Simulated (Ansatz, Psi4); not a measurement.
# How basis sets differ on PF3 (phosphorus trifluoride)

PF3: 4 atoms, total charge 0, spin state singlet. As SMILES, `FP(F)F`. The coordinates come from a PBE0-D4/def2-TZVP relaxation.

Quantity: the atomisation enthalpy at 298 K, in kJ/mol. The values are calculated. The thermal term (zero-point and 298 K enthalpy, harmonic and unscaled) is that of PBE0-D4/def2-TZVP; the spin-orbit lowering of the free atoms at 298 K, 3.9 kJ/mol by their spectra, is taken off.

**Question.** The value from experiment is 1513 kJ/mol (NIST-JANAF tables). From what is known of these methods, estimate their order from the nearest to it to the farthest.
A. B2PLYP/aug-cc-pVTZ (Ansatz)
B. B2PLYP/cc-pVDZ (Ansatz)
C. B2PLYP/6-311+G** (density fitting for correlation) (Psi4)
D. B2PLYP/cc-pVTZ (Ansatz)
E. B2PLYP/jun-cc-pV(D+d)Z (Ansatz)

**Answer.** A (1466 kJ/mol, -47), D (1459 kJ/mol, -54), C (1340 kJ/mol, -173), E (1331 kJ/mol, -182), B (1305 kJ/mol, -208).
